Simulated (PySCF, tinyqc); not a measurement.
RHF in the sto-6g basis, for LiH, spin multiplicity 1, step by step. The lowest restricted solution is unstable here: a spin-polarised one lies 0.0374 hartree lower (PySCF). One step of it, computed by the program tinyqc.

Problem. Iteration 3: building the Fock matrix. J_ij = sum D_kl (ij|kl), K_ij = sum D_kl (ik|jl); F = H + J - 0.5 K; E = tr D H + tr D J / 2 - 0.25 tr D K + E_nn.

D after iteration 2, lower triangle:
```
,1Li 1s,1Li 2s,1Li 2px,1Li 2py,1Li 2pz,2H 1s
1Li 1s,2.005493
1Li 2s,-0.060978,0.406348
1Li 2px,0.000000,0.000000,0.000000
1Li 2py,0.000000,0.000000,0.000000,0.000000
1Li 2pz,-0.103322,0.351547,0.000000,0.000000,0.305417
2H 1s,-0.156718,0.579535,0.000000,0.000000,0.503144,0.828971
```

core Hamiltonian H = T + V (hartree), lower triangle:
```
,1Li 1s,1Li 2s,1Li 2px,1Li 2py,1Li 2pz,2H 1s
1Li 1s,-4.653307
1Li 2s,-0.986918,-1.293153
1Li 2px,0.000000,0.000000,-1.063680
1Li 2py,0.000000,0.000000,0.000000,-1.063680
1Li 2pz,-0.006407,-0.068407,0.000000,0.000000,-1.111488
2H 1s,-0.031133,-0.253955,0.000000,0.000000,-0.366787,-1.079734
```

Two-electron integrals (ij|kl) in chemists' order, unique and non-zero (hartree):
```
i,j,k,l,(ij|kl)
1,1,1,1,1.681247
2,1,1,1,0.242603
2,1,2,1,0.044507
2,2,1,1,0.397190
2,2,2,1,0.090279
2,2,2,2,0.290625
3,1,3,1,0.009437
3,2,3,1,0.014261
3,2,3,2,0.064236
3,3,1,1,0.397190
3,3,2,1,0.090279
3,3,2,2,0.290625
3,3,3,3,0.313125
4,1,4,1,0.009437
4,2,4,1,0.014261
4,2,4,2,0.064236
4,3,4,3,0.016875
4,4,1,1,0.397190
4,4,2,1,0.090279
4,4,2,2,0.290625
4,4,3,3,0.279374
4,4,4,4,0.313125
5,1,5,1,0.009437
5,2,5,1,0.014261
5,2,5,2,0.064236
5,3,5,3,0.016875
5,4,5,4,0.016875
5,5,1,1,0.397190
5,5,2,1,0.090279
5,5,2,2,0.290625
5,5,3,3,0.279374
5,5,4,4,0.279374
5,5,5,5,0.313125
6,1,1,1,0.007229
6,1,2,1,0.001313
6,1,2,2,0.002751
6,1,3,3,0.002710
6,1,4,4,0.002710
6,1,5,1,0.000176
6,1,5,2,0.000382
6,1,5,5,0.002831
6,1,6,1,0.000043
6,2,1,1,0.047105
6,2,2,1,0.011010
6,2,2,2,0.042064
6,2,3,3,0.039612
6,2,4,4,0.039612
6,2,5,1,0.001639
6,2,5,2,0.013078
6,2,5,5,0.046968
6,2,6,1,0.000405
6,2,6,2,0.014340
6,3,3,1,0.000532
6,3,3,2,0.003188
6,3,5,3,0.001499
6,3,6,3,0.000580
6,4,4,1,0.000532
6,4,4,2,0.003188
6,4,5,4,0.001499
6,4,6,4,0.000580
6,5,1,1,0.067296
6,5,2,1,0.015798
6,5,2,2,0.061582
6,5,3,3,0.057502
6,5,4,4,0.057502
6,5,5,1,0.002564
6,5,5,2,0.020534
6,5,5,5,0.069742
6,5,6,1,0.000593
6,5,6,2,0.022394
6,5,6,5,0.035104
6,6,1,1,0.202895
6,6,2,1,0.047825
6,6,2,2,0.198075
6,6,3,3,0.183572
6,6,4,4,0.183572
6,6,5,1,0.006396
6,6,5,2,0.065787
6,6,5,5,0.227081
6,6,6,1,0.001765
6,6,6,2,0.093455
6,6,6,5,0.149079
6,6,6,6,0.774999
```

nuclear repulsion = 0.60871612 hartree

Give: Coulomb J; exchange K; Fock matrix F; total energy of this density.

Solution.

Coulomb J (hartree), lower triangle:
```
,1Li 1s,1Li 2s,1Li 2px,1Li 2py,1Li 2pz,2H 1s
1Li 1s,3.913
1Li 2s,0.613,1.266
1Li 2px,0.000,0.000,1.244
1Li 2py,0.000,0.000,0.000,1.244
1Li 2pz,0.018,0.132,0.000,0.000,1.311
2H 1s,0.019,0.250,0.000,0.000,0.378,1.496
```

exchange K (hartree), lower triangle:
```
,1Li 1s,1Li 2s,1Li 2px,1Li 2py,1Li 2pz,2H 1s
1Li 1s,3.363
1Li 2s,0.502,0.286
1Li 2px,0.000,0.000,0.054
1Li 2py,0.000,0.000,0.000,0.054
1Li 2pz,-0.003,0.207,0.000,0.000,0.261
2H 1s,0.017,0.287,0.000,0.000,0.356,0.932
```

Fock matrix F (hartree), lower triangle:
```
,1Li 1s,1Li 2s,1Li 2px,1Li 2py,1Li 2pz,2H 1s
1Li 1s,-2.422
1Li 2s,-0.625,-0.170
1Li 2px,0.000,0.000,0.153
1Li 2py,0.000,0.000,0.000,0.153
1Li 2pz,0.013,-0.039,0.000,0.000,0.069
2H 1s,-0.021,-0.148,0.000,0.000,-0.167,-0.050
```

total energy of this density = -7.84344 hartree
